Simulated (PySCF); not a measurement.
## Working out the ionisation energy of F

F [He] 2s2 2p5 (2P) → F⁺ [He] 2s2 2p4 (3P). Calculation: PySCF 2.14, in dyall-acv3z (15s9p4d2f, 76 functions); no relativity, point nucleus. Frozen: nothing; the 5 highest virtual orbitals dropped. Energies in hartree (1 hartree = 27.21139 eV):

```tsv
part	F (lower)	F⁺ (upper)
UHF	-99.415956	-98.840765
CCSD correlation	-0.279431	-0.222337
(T)	-0.004841	-0.002549
```

Q: What does Hartree-Fock give?

A: (-98.840765) − (-99.415956) = 0.575191 hartree = 15.652 eV.

Q: What do CCSD and CCSD(T) give?

A: The CCSD correlation energies differ by 0.057094 hartree = 1.554 eV and the triples by 0.002292 hartree = 0.062 eV, so CCSD gives 17.206 eV and CCSD(T) 17.268 eV.

Measured between the centres of the two terms (NIST): 17.427 eV, so CCSD(T) (valence and next inner shell) is off by -0.159 eV.

What remains against the reference includes basis incompleteness and higher excitations.
